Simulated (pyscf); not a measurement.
**Multi-bond step: C₂H₆Si (SMILES C1C[SiH2]1) → H₂C=C=SiH₂ (SMILES C=C=[SiH2]) + H₂ (SMILES [H][H])**

Gas phase, singlet surface, charge 0. Bonds broken: C1–H4, C1–H5, C2–Si3. Bonds formed: H4–H5. Single points on ωB97X-D3(BJ)/def2-SVP structures (PySCF, gas phase).

Transition state (Å):

```xyz
9

C     -1.5749     0.3260    -0.0703
C     -0.1447     0.4609     0.0635
Si    -0.8704    -0.0878    -1.6771
H     -2.4264    -0.5216     0.8981
H     -2.1621    -1.2850     0.8344
H      0.2637     1.3607     0.5480
H      0.5745    -0.3804     0.0970
H     -0.0747    -1.2887    -2.0369
H     -1.2330     0.7334    -2.8569
```

One imaginary mode, 788i cm⁻¹; descent along it reached the two sides named.

| bond | change | reactant side (Å) | saddle | product side |
|---|---|---|---|---|
| C1–H4 | breaks | 1.096 | 1.543 | 2.9 |
| C1–H5 | breaks | 1.096 | 1.939 | 3.6 |
| C2–Si3 | breaks | 1.857 | 1.964 | 3.0 |
| H4–H5 | forms | 1.822 | 0.810 | 0.762 |

Electronic energies relative to the reactant's lowest minimum found (kJ/mol):

| level | barrier | reaction energy | reverse barrier |
|---|---|---|---|
| ωB97X-D3(BJ)/def2-TZVP | 464.8 | +254.8 | 210.0 |
| PBE/def2-TZVP | 424.2 | +225.8 | 198.3 |
| r²SCAN/def2-TZVP | 439.3 | +234.1 | 205.2 |
| B3LYP-D3(BJ)/def2-TZVP | 438.7 | +214.8 | 224.0 |
| PBE0-D3(BJ)/def2-TZVP | 453.0 | +254.4 | 198.7 |
| M06-2X/def2-TZVP | 455.6 | +239.9 | 215.7 |
| ωB97M-D3(BJ)/def2-TZVP | 451.3 | +238.2 | 213.1 |
| HF/def2-TZVP | 485.8 | +232.7 | 253.1 |

With ωB97M-D3(BJ)/def2-TZVP energies and thermal terms (ideal gas, 1 atm, RRHO with modes under 100 cm⁻¹ raised to 100, one conformer, R ln 2 for chiral ones without a mode under 150 cm⁻¹), in kJ/mol:

```
T (K)    ΔH‡    ΔG‡      ΔH      ΔG
-----  -----  -----  ------  ------
298    424.1  418.0  +211.2  +170.8
600    426.7  410.7  +216.1  +127.5
900    428.0  402.4  +217.0   +82.9
1200   428.3  393.8  +216.1   +38.3
```

The same reactants have a lower exit, to H₃C–CH₂–SiH: [singlet] (barrier +110.2 kJ/mol at ωB97M-D3(BJ)/def2-TZVP, against +451.3 kJ/mol here). cyclic C₂H₆Si (SMILES C1C[SiH2]1) lies 31.0 kJ/mol over its isomer H₂C=CH–SiH₃ (electronic energy, ωB97M-D3(BJ)/def2-TZVP). H₂C=C=SiH₂ lies 91.0 kJ/mol over its isomer HC≡C–SiH₃ (electronic energy, ωB97M-D3(BJ)/def2-TZVP). This is the saddle that the search found; another between the same sides may lie lower.
